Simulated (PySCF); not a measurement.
Molecule: SMILES C(CCC)Cl, C4H9Cl.

Geometry:
| atom | x (Å) | y (Å) | z (Å) |
| --- | --- | --- | --- |
| C1 | -1.958 | -0.076 | -0.299 |
| C2 | -0.479 | -0.047 | -0.652 |
| C3 | 0.420 | 0.040 | 0.575 |
| C4 | 1.889 | 0.069 | 0.213 |
| Cl5 | 2.929 | 0.180 | 1.666 |
| H6 | -2.198 | -0.941 | 0.339 |
| H7 | -2.587 | -0.141 | -1.200 |
| H8 | -2.255 | 0.831 | 0.251 |
| H9 | -0.219 | -0.949 | -1.234 |
| H10 | -0.273 | 0.810 | -1.318 |
| H11 | 0.233 | -0.817 | 1.244 |
| H12 | 0.178 | 0.945 | 1.159 |
| H13 | 2.132 | 0.936 | -0.419 |
| H14 | 2.190 | -0.841 | -0.326 |

Geometry PBE0-D3(BJ)/def2-SVP throughout; GIAO in PySCF, gas phase, one conformer, non-relativistic; equivalent atoms averaged; functional PBE0.

Q: How do the shifts δ (against TMS, HCl at the same level) depend on the basis set? (ppm; last column core-seconds on shared hosts with different chips, so compare them loosely)

A: 
```
    basis set  functions    C4    C3    C2    C1    Cl5  H13/H14  H11/H12  H6/H7/H8  H9/H10  core-s
       STO-3G         38  46.8  30.0  25.8  20.2   25.6     2.19     1.21      0.80    0.73     2.7
        6-31G         67  46.2  36.7  22.5  16.0   47.8     3.19     1.73      1.13    1.31     5.4
     pcSseg-0         67  50.1  37.7  22.8  17.6   64.3     2.98     1.42      1.13    1.04      11
       6-31G*         92  44.9  35.9  22.2  15.5   57.1     3.11     1.66      1.00    1.24     7.3
     def2-SVP        119  46.7  36.8  22.7  15.3   74.8     3.02     1.39      0.87    0.97     9.4
      cc-pVDZ        119  49.2  39.4  25.2  16.5   81.3     3.11     1.49      0.93    1.08      18
     pcSseg-1        137  49.5  39.4  24.0  16.1   93.2     3.20     1.45      1.04    1.06     8.8
6-311+G(2d,p)        197  49.3  39.4  24.2  15.1  101.6     3.31     1.65      0.96    1.19      23
  aug-cc-pVDZ        200  48.9  39.1  24.6  15.4   93.8     3.36     1.73      1.05    1.26      45
    def2-TZVP        215  49.6  40.5  25.1  16.0   96.4     3.29     1.65      0.97    1.21      27
     IGLO-III        274  50.0  41.3  25.4  16.1  104.1     3.32     1.65      0.96    1.19      73
      cc-pVTZ        280  49.4  40.0  24.8  15.8   91.4     3.31     1.64      0.98    1.20      57
     pcSseg-2        313  50.9  41.7  25.8  16.6   98.6     3.31     1.63      0.99    1.20      85
```

Q: Which nucleus moves most, in ppm?

A: Cl5 (chlorine bonded to C): from 25.6 ppm with STO-3G to 104.1 ppm with IGLO-III. The smallest spread is 0.33 ppm, at H6/H7/H8. Proton shifts span only some 12 ppm, so a few tenths of a ppm matter as much there as several ppm in carbon.

Q: Taking the largest basis, pcSseg-2 (313 functions), as the yardstick, rank the others by their worst heavy-atom deviation.

A: def2-TZVP 2.2 ppm (215 functions), 6-311+G(2d,p) 3.1 ppm (197 functions), aug-cc-pVDZ 4.8 ppm (200 functions), pcSseg-1 5.4 ppm (137 functions), IGLO-III 5.5 ppm (274 functions), cc-pVTZ 7.2 ppm (280 functions), cc-pVDZ 17.3 ppm (119 functions), def2-SVP 23.8 ppm (119 functions), pcSseg-0 34.3 ppm (67 functions), 6-31G* 41.5 ppm (92 functions), 6-31G 50.8 ppm (67 functions), STO-3G 73.0 ppm (38 functions).

A small basis that lands close on one nucleus may do so by chance; judge by the trend and by all nuclei.
